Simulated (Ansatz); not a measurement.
SnCl2 (Pnma, No. 62) was calculated with PBEsol (plane waves, PAW; Ansatz, a first-principles code).

Run with plane-wave cutoff 520 eV, 4×8×4 k mesh (along the axes of the cell as run), Fermi–Dirac smearing 0.01 eV, scalar-relativistic PAW data made under PBE.

Computed at the level's own relaxed cell.

Predict the band gap, smallest direct gap on the k points sampled and Γ–Γ gap.


- band gap: 2.95 eV
- smallest direct gap on the k points sampled: 3.20 eV
- Γ–Γ gap: 3.46 eV

Spin–orbit coupling is not included.

Computed values are for the static lattice.

The result took roughly 8 core-minutes.
